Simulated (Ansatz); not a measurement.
C5H10O can be A, `CCCCC=O`, or B, `OC1CCCC1`.

Gas-phase electronic energies from Ansatz, PBE0-D4/def2-TZVP geometries. CCSD(T)/CBS is the MP2 limit (def2-TZVPP, def2-QZVPP) plus CCSD(T) − MP2 in def2-TZVPP, frozen cores. Functionals use def2-TZVPP. B3LYP here is the variant with VWN-RPA as its local correlation; programs differ in this. Each species was taken in one conformer, which may not be the lowest.

Which is lower in electronic energy at CCSD(T)/CBS, and by how much? (Best estimate.)

Computed: B, by 5.2 kcal/mol.

Give E(B) − E(A) in kcal/mol with r2SCAN-D4, B3LYP, HF/def2-TZVPP, ωB97M-V, PBE0-D4, CCSD(T)/def2-TZVPP, B2PLYP. (An estimate is asked.)

Ansatz gave: r2SCAN-D4 -3.7, B3LYP 0.4, HF/def2-TZVPP 1.2, ωB97M-V -4.8, PBE0-D4 -6.5, CCSD(T)/def2-TZVPP -4.4, B2PLYP -1.4. The order is the other way round with B3LYP, HF/def2-TZVPP.

Largest T1 diagnostic: 0.012.

From PBE to PBE0 (25 % exact exchange), in def2-TZVPP and without D4, E(B) − E(A) moves by −3.1 kcal/mol. In def2-TZVPP, CCSD(T) changes the Hartree–Fock value by −5.6 kcal/mol (the triples alone add +0.0 kcal/mol) and MP2 by −7.2 kcal/mol.
